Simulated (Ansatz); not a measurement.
Two shapes of singlet H₅O₂(+).

Shape 1:

```xyz
7

H     0.0000    0.0000   -0.0248
O     1.1917    0.0423    0.0327
O    -1.1917   -0.0423    0.0327
H     1.6054    0.8024    0.4713
H    -1.6054   -0.8024    0.4713
H     1.7350   -0.2354   -0.7208
H    -1.7350    0.2354   -0.7208
```

Shape 2:

```xyz
7

H    -0.0476    0.0126   -0.0158
O     1.1754    0.0839    0.0552
O    -1.1449   -0.0494    0.0489
H     1.6106    0.7646    0.5036
H    -1.5776   -0.8112    0.4307
H     1.6882   -0.2383   -0.7034
H    -1.7820    0.2462   -0.7075
```

Basis set: 6-31G* (spherical functions). Left uncorrelated: 2 orbitals. Charge 1, multiplicity 1.

Computed with Ansatz (development build ahead of 0.2.0); each method stands on the lowest determinant of its kind that the runs found.

Task: Which shape is lower in energy, and by how much in each method?

Result:

| method | E(2) − E(1) (eV) |
| --- | --- |
| RHF | 0.229 |
| RHF-MP2 | 0.258 |

Shape 1 is lower.
